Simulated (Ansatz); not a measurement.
Compare A (`C=C(C)C=O`) with its isomer B (`C=CCC=O`).

Calculated with Ansatz (gas phase, PBE0-D4/def2-TZVP geometries, no zero-point term in ΔE). CCSD(T)/CBS is the MP2 limit (def2-TZVPP, def2-QZVPP) plus CCSD(T) − MP2 in def2-TZVPP, frozen cores. Functionals use def2-TZVPP. B3LYP here is the variant with VWN-RPA as its local correlation; programs differ in this. Each species was taken in one conformer, which may not be the lowest.

Problem. Which isomer does CCSD(T)/CBS put lower? Give the gap. (An estimate is asked.)

Solution. Computed: A, by 7.2 kcal/mol.

Problem. Give E(B) − E(A) in kcal/mol with PBE0-D4, MP2/def2-TZVPP, PBE-D4, CCSD/def2-TZVPP, B3LYP-D4, HF/def2-TZVPP, ωB97M-V. (Estimate.)

Solution. Ansatz gave: PBE0-D4 8.0, MP2/def2-TZVPP 8.1, PBE-D4 8.4, CCSD/def2-TZVPP 6.8, B3LYP-D4 8.1, HF/def2-TZVPP 6.0, ωB97M-V 7.2. None reverses the order clearly.

Largest T1 diagnostic: 0.014.

In def2-TZVPP, CCSD(T) changes the Hartree–Fock value by +1.3 kcal/mol (the triples alone add +0.6 kcal/mol) and MP2 by +2.1 kcal/mol.
